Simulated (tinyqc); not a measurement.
Orbital energy against energy difference: ionisation energy by orbital energies and by energy differences in the 6-31g* basis, for NH3, spin multiplicity 1. Computed by the program tinyqc with PySCF. 

Geometry (angstrom):
```
atom,x,y,z
N,0.0000,0.0000,0.3900
H,0.8630,0.0000,0.0000
H,-0.4320,0.7470,0.0000
H,-0.4320,-0.7470,0.0000
```

CCSD(T) difference in the same basis = 10.6078 eV

IP-EOM-CCSD = 10.5568 eV

The cation is unrestricted; errors are against CCSD(T) in this basis, not against experiment.

First vertical ionisation energy (eV):
```
method,-e(HOMO),E(cation) - E,error of -e(HOMO),error of the difference
HF,11.7393,9.634260,1.1315,-0.9735
LDA,5.6027,11.250156,-5.0051,0.6424
PBE,5.5573,10.979028,-5.0505,0.3712
B3LYP,7.0175,11.046858,-3.5903,0.4391
PBE0,7.3589,10.935235,-3.2489,0.3275
CAM-B3LYP,8.8478,11.046961,-1.7600,0.4392
LC-wPBE,10.3906,11.054837,-0.2172,0.4471
```

Koopmans errs by +1.13 eV and Delta-HF by -0.97 eV: relaxation, 2.11 eV, lowers the value and the missing correlation difference works against it. The PBE level is off by -5.1 eV through the wrong tail of its potential, though its energy difference is off by +0.37 eV; exact exchange deepens the level, and among the orbital energies LC-wPBE comes closest; among the differences PBE0 does.
